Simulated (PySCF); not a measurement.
Property card for methoxyethane, `CCOC`

Compound: methoxyethane, C3H8O.
Atom-mapped SMILES: `[CH3:1][CH2:2][O:3][CH3:4]` (hydrogens: H5, H6, H7 on C1; H8, H9 on C2; H10, H11, H12 on C4)

Among its groups: ether.

GFN2-xTB geometry:

| Property | Result |
| --- | --- |
| Point group of the GFN2-xTB geometry | C1 |
| Rotational constants A, B, C of the GFN2-xTB geometry | 15.807, 5.261, 4.520 GHz |

**PBE0/def2-SVPD ground state and vertical TDDFT (core frozen in the response) (PySCF)**

| Property | Result |
| --- | --- |
| Dipole moment | 1.34 D |
| HOMO energy | -7.37 eV |
| LUMO energy | 0.78 eV |
| HOMO–LUMO gap | 8.15 eV |
| Lowest singlet excitation | 6.96 eV (178 nm, f = 0.014) |
| Strongest line among the 8 lowest singlet transitions | S4 at 8.21 eV (151 nm, f = 0.050) |
| Lowest triplet excitation (Tamm–Dancoff) | 6.80 eV |
| Static isotropic polarisability | 44.3 au |
| Electronic spatial extent ⟨r²⟩ about the centre of nuclear charge | 335 bohr² |

From PBE0/pcSseg-1 ground state and GIAO shieldings, non-relativistic (PySCF):

| Property | Result |
| --- | --- |
| Lowest Hirshfeld atomic charge | -0.15 e on O3 |
| Highest Hirshfeld atomic charge | +0.05 e on H6/H10 |
| 13C chemical shifts (computed TMS as zero) by class | 71.0 (C2), 58.2 (C4), 14.8 (C1) ppm |
| 1H chemical shifts (computed TMS as zero) by class | 3.73 (H8/H9), 3.44 (H10/H11/H12), 1.13 (H5/H6/H7) ppm |
| Isotropic shieldings of nuclei other than C and H, by class | 310 (O3) ppm |
| Mayer bond orders between heavy atoms | C1–C2 1.05, C2–O3 0.94, O3–C4 0.94 |

From B3LYP/pcJ-1 indirect spin-spin coupling, non-relativistic, gas phase; spin–dipole term left out (PySCF):

| Quantity | Value |
| --- | --- |
| Largest of the computed one-bond spin–spin couplings (means over like bonds) | 13C–1H +145.7 (C2–H8 and 1 like it), 13C–1H +144.3 (C4–H10 and 2 like it), 13C–1H +132.1 (C1–H5 and 2 like it), 13C–13C +36.0 (C1–C2), 17O–13C +24.3 (O3–C4), 17O–13C +24.0 (O3–C2) Hz |

delta-SCF UKS SCAN, pcX-2 on the ionised atom, pcseg-1 elsewhere, spin-free X2C (PySCF):

| Quantity | Value |
| --- | --- |
| Core binding energies | C1s 290.6 (C1), C1s 292.0 (C2), C1s 292.1 (C4), O1s 538.2 (O3) eV |

Monoisotopic mass (most abundant isotopes): 60.0575 u.

 S1 lies 1.19 eV below the HOMO–LUMO gap; its leading configuration is HOMO→LUMO, weight 0.97. In wavenumbers S1 is 56100 cm⁻¹ (1 eV = 8065.54 cm⁻¹). With B = h/(8π²I), that is 505.379 GHz u Å² over I, the principal moments of inertia are 32.0, 96.1 and 111.8 u Å² (most abundant isotopes); the inertial defect Ic − Ia − Ib is -16.3 u Å² (zero for a rigid planar frame, negative otherwise). The largest Löwdin shares of the HOMO are 0.59 on O3, 0.10 on C4, 0.08 on C2 and 0.07 on C1. The polarisability is 6.56 Å³ as a volume (1 au = 0.148185 Å³), or 1.30 au for each of the 34 electrons.

One conformer (not necessarily the lowest) at the GFN2-xTB geometry, without solvent or vibrations. NMR classes are plain means over equivalent atoms (diastereotopic ones count apart unless rotation or inversion swaps them), as if these changed places fast; in this geometry the members of some classes differ.

For the spin–spin coupling job (B3LYP/pcJ-1), time: 11 s of wall time. Hardware: x86-64 server, one thread, shared host.

Shape of the structure used: `[CH3:1][CH2:2][O:3][CH3:4]`: C1–C2–O3–C4 -69°.
